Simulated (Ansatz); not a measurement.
A made-up structure of MgSiNH₄ (charge -1), singlet:

```xyz
7
angstrom
N 1.8402 -0.7091 1.5395
Mg -0.1564 -0.1745 0.0172
Si -1.7383 0.0989 -1.0954
H -2.8483 -0.7772 -1.2256
H -2.0035 1.2115 -1.9369
H 1.7803 0.2487 1.8849
H 2.4488 -0.4556 0.7612
```

It is relaxed with PBE-D4/def2-SVPD and then PBE0-D4/def2-TZVPD (Ansatz 0.2.0). Atoms count as bonded within 1.22 times the sum of their covalent radii (H–H: 0.88 Å). The end point is not checked to be a true minimum.

**Question.** Does its bonding change? (A judgement: the text doesn't fix the answer.)

**Answer.** By the calculation: No: no bond forms or breaks.

Where it ends: The first stage lowers the energy by 3.26 eV in 16 steps. It ends as MgSiNH₄ ([NH2][Mg][SiH2]), total charge -1:
```xyz
7
angstrom
N 1.6225 -0.2800 1.1024
Mg -0.0930 0.0035 0.2124
Si -2.4118 0.4640 -0.7884
H -2.4171 -1.0004 -1.2860
H -1.6897 0.9891 -2.0513
H 1.8703 -0.0041 2.0451
H 2.4413 -0.7293 0.7105
```

Labels in which every atom is bracketed show which atoms are joined, not bond orders.

For scale, one of the runs: PBE0-D4/def2-TZVPD relaxation, 151 basis functions, launched by `ansatz run in.yaml --threads 2 --pin off --events-out ev --progress --plain --max-ram 4352MiB`. The run took about 27 s on 2 CPU threads of an Arm Neoverse V2 (shared host).
